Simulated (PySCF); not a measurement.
Compound: C3H5F.
Numbering: `[CH3:1]/[CH:2]=[CH:3]/[F:4]` (hydrogens: H5, H6, H7 on C1; H8 on C2; H9 on C3)

Method: PySCF, PBE0-D3(BJ)/def2-SVP geometry optimisation, gas phase; density fitting, grid level 1; the optimiser is geomeTRIC in internal coordinates, started from a GFN2-xTB structure with every atom displaced at random (about 0.01 Å).

The end geometry, which sets the zero of energy:
```
atom  x, y, z in Å
C1     -1.1370    0.1044    0.1810
C2      0.2758    0.4316   -0.1669
C3      1.2706   -0.4482   -0.1218
F4      2.5241   -0.1294   -0.4404
H5     -1.4951    0.7212    1.0217
H6     -1.8132    0.3018   -0.6670
H7     -1.2538   -0.9521    0.4654
H8      0.5196    1.4526   -0.4806
H9      1.1653   -1.4979    0.1737
```

Task: These geometries come from the run, each turned onto the end geometry. Order them by energy, lowest first.
A.
```
atom  x, y, z in Å
C1     -1.1289    0.1034    0.1903
C2      0.2815    0.4472   -0.1483
C3      1.2650   -0.4464   -0.1077
F4      2.5047   -0.1463   -0.4942
H5     -1.5245    0.7059    1.0248
H6     -1.7789    0.3060   -0.6773
H7     -1.2437   -0.9604    0.4459
H8      0.5239    1.4645   -0.4779
H9      1.1573   -1.4902    0.2094
```
B.
```
atom  x, y, z in Å
C1     -1.1224    0.0813    0.1869
C2      0.2633    0.4225   -0.1608
C3      1.2263   -0.4574   -0.1244
F4      2.5464   -0.1246   -0.4486
H5     -1.4831    0.7273    1.0001
H6     -1.7951    0.3127   -0.6693
H7     -1.2393   -0.9389    0.4681
H8      0.4987    1.4490   -0.4642
H9      1.1617   -1.4881    0.1774
```
C.
```
atom  x, y, z in Å
C1     -1.1371    0.1024    0.1925
C2      0.2794    0.4486   -0.1162
C3      1.2916   -0.4148   -0.0797
F4      2.5125   -0.2080   -0.5817
H5     -1.5623    0.6975    1.0151
H6     -1.7583    0.3140   -0.6945
H7     -1.2618   -0.9659    0.4317
H8      0.5124    1.4671   -0.4453
H9      1.1800   -1.4570    0.2432
```

Result: A (0.010 eV), C (0.075 eV), B (0.148 eV).

In the order of the answer:

```
step  E above end (eV)  largest force (eV/Å)  rms force component (eV/Å)  rms distance from end (Å)  rms bond change (Å)  bond most changed (Å)
   3             0.010                  0.25                       0.081                      0.032                0.001           C2–H8 +0.001
   2             0.075                  0.93                       0.248                      0.075                0.002           C3–F4 +0.004
   0             0.148                  3.39                       0.910                      0.026                0.030           C3–F4 +0.067
```

The cost below is that of the whole optimisation. On one thread, Arm Neoverse V1 (aarch64), on a shared host, this took 13 s wall and 0.33 GiB of memory at its peak.
